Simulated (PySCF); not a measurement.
Monochlorosilylene, ClHSi (singlet state).
Geometry (GFN2-xTB, Å), atoms numbered from 1 in this order:
```xyz
3
ClHSi angstrom
Si    -0.3080    0.7302   -0.0025
Cl     1.5003   -0.2637   -0.0112
H     -1.1808   -0.4690    0.0011
```

The calculation used B3LYP/def2-SVPD in PySCF (dipole) on a GFN2-xTB geometry, gas phase.

Take the most abundant isotopes and a rigid rotor. 

**Question.** Give the principal moments of inertia and the rotational constants in MHz.

**Answer.** Ia = 2.09, Ib = 68.00, Ic = 70.09 u·Å²; 505379 MHz·u·Å²/I gives A = 241836, B = 7432, C = 7210 MHz.

**Question.** Classify the top.

**Answer.** A near-prolate asymmetric top. Ray's parameter κ = (2B − A − C)/(A − C) = -0.998; −1 is the prolate and +1 the oblate limit.

**Question.** Where do the levels up to J = 5 lie, in MHz?

**Answer.** Above 0(0,0):
J = 1: 1(0,1) 14643, 1(1,1) 249047, 1(1,0) 249268
J = 2: 2(0,2) 43927, 2(1,2) 278110, 2(1,1) 278775, 2(2,1) 981987, 2(2,0) 981987
J = 3: 3(0,3) 87855, 3(1,3) 321705, 3(1,2) 323035, 3(2,2) 1025914, 3(2,1) 1025915, 3(3,1) 2198489, 3(3,0) 2198489
J = 4: 4(0,4) 146423, 4(1,4) 379832, 4(1,3) 382048, 4(2,3) 1084485, 4(2,2) 1084487, 4(3,2) 2257059, 4(3,1) 2257059, 4(4,1) 3898662, 4(4,0) 3898662
J = 5: 5(0,5) 219633, 5(1,5) 452490, 5(1,4) 455814, 5(2,4) 1157697, 5(2,3) 1157702, 5(3,3) 2330272, 5(3,2) 2330272, 5(4,2) 3971875, 5(4,1) 3971875, 5(5,1) 6082508, 5(5,0) 6082508

**Question.** Predict some low-J microwave lines.

**Answer.** The dipole components are |μa| = 0.93 D, |μb| = 0.36 D, |μc| = 0.00 D; the mirror of this Cs structure is the ab plane, so μc vanishes by symmetry and there are no c-type lines. The squared components, which scale the intensities, stand as 1.00 : 0.15 (a : b). Some lines, for components of 0.1 D or more:

| type | branch | J(Ka,Kc) | MHz | lower level (cm⁻¹) |
| --- | --- | --- | --- | --- |
| a | Q | 2(1,1) ← 2(1,2) | 665 | 9.277 |
| a | R | 1(0,1) ← 0(0,0) | 14643 | 0.000 |
| a | R | 2(1,2) ← 1(1,1) | 29064 | 8.307 |
| a | R | 2(0,2) ← 1(0,1) | 29285 | 0.488 |
| a | R | 2(1,1) ← 1(1,0) | 29507 | 8.315 |
| b | Q | 1(1,0) ← 1(0,1) | 234626 | 0.488 |
| b | Q | 2(1,1) ← 2(0,2) | 234847 | 1.465 |
| b | R | 1(1,1) ← 0(0,0) | 249047 | 0.000 |
| b | R | 2(1,2) ← 1(0,1) | 263468 | 0.488 |
| b | Q | 2(2,0) ← 2(1,1) | 703212 | 9.299 |
| b | Q | 2(2,1) ← 2(1,2) | 703877 | 9.277 |
| b | R | 2(2,1) ← 1(1,0) | 732719 | 8.315 |
| b | R | 2(2,0) ← 1(1,1) | 732940 | 8.307 |

Whether it is a minimum is left open (no frequencies). Zero-point vibration and centrifugal distortion are left out. Quadrupole hyperfine structure (35Cl) is left out.
